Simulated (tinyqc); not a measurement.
Inside a calculation. Method: extended Hueckel theory, for CH3. One step of it, computed by the program tinyqc.

Task: Orbitals. Solve H C = S C e through S^(-1/2); fill by pairs from the bottom, a degenerate level sharing its electrons equally; each orbital has its largest coefficient positive (the first on a tie).

H (eV):
```
             1C 2s      1C 2px      1C 2py      1C 2pz       2H 1s       3H 1s       4H 1s
1C 2s   -21.400000    0.000000    0.000000    0.000000  -16.008811  -15.997301  -15.997301
1C 2px    0.000000  -11.400000    0.000000    0.000000  -10.983427    5.486077    5.486077
1C 2py    0.000000    0.000000  -11.400000    0.000000    0.000000   -9.509892    9.509892
1C 2pz    0.000000    0.000000    0.000000  -11.400000    0.799361    0.798541    0.798541
2H 1s   -16.008811  -10.983427    0.000000    0.799361  -13.600000   -3.232699   -3.232699
3H 1s   -15.997301    5.486077   -9.509892    0.798541   -3.232699  -13.600000   -3.226724
4H 1s   -15.997301    5.486077    9.509892    0.798541   -3.232699   -3.226724  -13.600000
```

overlap S:
```
           1C 2s     1C 2px     1C 2py     1C 2pz      2H 1s      3H 1s      4H 1s
1C 2s   1.000000   0.000000   0.000000   0.000000   0.508834   0.508468   0.508468
1C 2px  0.000000   1.000000   0.000000   0.000000   0.499900  -0.249694  -0.249694
1C 2py  0.000000   0.000000   1.000000   0.000000   0.000000   0.432834  -0.432834
1C 2pz  0.000000   0.000000   0.000000   1.000000  -0.036382  -0.036345  -0.036345
2H 1s   0.508834   0.499900   0.000000  -0.036382   1.000000   0.135828   0.135828
3H 1s   0.508468  -0.249694   0.432834  -0.036345   0.135828   1.000000   0.135577
4H 1s   0.508468  -0.249694  -0.432834  -0.036345   0.135828   0.135577   1.000000
```

valence electrons = 7

Give: orbital energies; occupations; coefficients; sum of one-electron energies.

Result:

orbital energies (eV): -24.6250  -15.7844  -15.7831  -11.4172  8.1008  8.1112  28.2448

occupations: 2.0000  2.0000  2.0000  1.0000  0.0000  0.0000  0.0000

coefficients:
```
           MO1      MO2      MO3      MO4      MO5      MO6      MO7
1C 2s   0.6583   0.0000  -0.0001   0.0457   0.0000  -0.0021   1.4640
1C 2px  0.0000   0.0000   0.5290   0.0000   0.0000   1.2188   0.0029
1C 2py  0.0000   0.5288   0.0000   0.0000   1.2188   0.0000   0.0000
1C 2pz  0.0045   0.0000   0.0000   0.9979   0.0000   0.0002  -0.1102
2H 1s   0.2036   0.0000   0.4997  -0.0149   0.0000  -1.0533  -0.8003
3H 1s   0.2035   0.4329  -0.2500  -0.0149  -0.9130   0.5286  -0.7966
4H 1s   0.2035  -0.4329  -0.2500  -0.0149   0.9130   0.5286  -0.7966
```

sum of one-electron energies = -123.8022 eV
